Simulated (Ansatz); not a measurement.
# H₂B–P, singlet: the ladder up to full CI

Geometry: a PBE0/def2-TZVP stationary point for this spin, not checked as a minimum.

```xyz
4

B     0.0000    0.0000    1.1993
P     0.0000    0.0000   -0.5361
H     0.0000    1.0399    1.8053
H     0.0000   -1.0399    1.8053
```

Basis 6-31G; Ansatz 0.2.0. Correlated methods freeze the noble-gas cores, which leaves 10 electrons in 20 orbitals. Prefix R: restricted or restricted open-shell reference; prefix U: unrestricted. Active spaces: valence = (10e, 10o) chosen from the atoms' valence shells.

Full CI is exact within this basis and frozen core; it isn't the basis-set limit. The frozen core follows each run's orbitals, which can shift R against U totals by a few meV.

```
UHF ⟨S²⟩                          : 0.623
T1 diagnostic (RCCSD)             : 0.0351
largest doubles amplitude (RCCSD) : 0.093
```

| level | E − E(full CI) (kcal/mol) | share of correlation (%) | wall time |
| --- | --- | --- | --- |
| RHF | 82.61 | 0.00 | – |
| RMP2 | 20.22 | 75.53 | – |
| CISD | 8.44 | 89.79 | 0.46 s |
| RCCSD | 3.25 | 96.07 | – |
| RCCSD(T) | 0.69 | 99.17 | 0.42 s |
| BCCD(T) | 0.73 | 99.11 | 0.4 s |
| RCCSDT | 0.10 | 99.88 | – |
| CISDTQ | 0.44 | 99.46 | 3.6 s |
| RCCSDT(Q) | 0.00 | 100.00 | 0.88 s |
| RCCSDTQ | 0.01 | 99.99 | 9.5 s |
| CASSCF (valence space) | 26.94 | 67.38 | – |
| NEVPT2 (valence space) | 7.21 | 91.28 | 4 s |
| NEVPT4(SD) (valence space) | 1.10 | 98.67 | 8.5 s (H100) |
| MRCISD (valence space) | 0.93 | 98.88 | – |
| MRCISD+Q (valence space) | 0.23 | 99.72 | 9 s (H100) |

The correlation energy at full CI, counted from RHF, is -3.582 eV. That run took 16 s on 2 threads of AMD EPYC 7R13 with a shared H100 80 GB, shared host over 60,099,968 determinants.

Run but not shown, since their state or frozen core can't be matched to the reference's or they repeat it: UHF, UMP2, UCCSD, UCCSD(T), UCCSDT, UCCSDT(Q), UCCSDTQ.

Times hold each run's SCF and search for its determinant on a shared host, so for small cases they say little of a method's own cost; rows without a card ran on 1 thread of AMD EPYC 7R13.

The full-CI state has the irrep A1 of C2v, in the program's axes.

Natural occupations of full CI about the gap: 1.977 1.962 1.953 1.949 1.932 0.062 0.057 0.027 0.021 0.019; effectively unpaired electrons, Σ n²(2−n)², 0.08.

Atomization energy (electronic, same basis, no zero-point term; atoms at the same level, unrestricted beside the R rows where the molecule is a closed shell, with restricted open-shell steps beyond CCSDT(Q)) at full CI: 846.6 kJ/mol. Errors of other levels:

| level | error (kJ/mol) |
| --- | --- |
| RHF | -192.6 |
| RMP2 | -21.7 |
| CISD | -33.5 |
| RCCSD | -11.9 |
| RCCSD(T) | -2.3 |
| BCCD(T) | -2.5 |
| RCCSDT | -0.4 |
| CISDTQ | -1.8 |
| RCCSDT(Q) | 0.0 |
| RCCSDTQ | 0.0 |
| CASSCF (valence space) | -49.2 |
| NEVPT2 (valence space) | -5.6 |
| NEVPT4(SD) (valence space) | -0.7 |
| MRCISD (valence space) | -3.5 |
| MRCISD+Q (valence space) | -1.2 |

This basis is far from its limit, so the value isn't to be set against a measured one. Truncated CI isn't size-consistent, which counts against it in atomization.
